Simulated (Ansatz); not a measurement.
We consider bcc Li, described by PBEsol (Ansatz, an electronic-structure program, PAW).

Run with plane-wave cutoff 520 eV, 26×26×26 k mesh, Fermi–Dirac smearing 0.08 eV (set by the program), scalar-relativistic PAW data made under PBE.

Computed at the level's own relaxed cell.

Hill averages of the elastic tensor: K = 13.7 GPa, G = 5.0 GPa. Volume 20.243 Å³/atom, mean atomic mass 6.941 u.

Work out the density, the sound velocities of a polycrystal and the elastic Debye temperature at this level.

ρ = 1.66054 × 6.941/20.243 = 0.569 g/cm³. v_l = √[(K + 4G/3)/ρ] = 5.983 km/s and v_t = √(G/ρ) = 2.964 km/s. The mean follows from 3/v_m³ = 1/v_l³ + 2/v_t³: v_m = 3.327 km/s. Θ_D = (ħ/k_B) v_m (6π²/V)^(1/3) = 76.38 K Å s/km × 3.327 × 1.4302 Å⁻¹ = 363 K, counting all atoms of the cell.
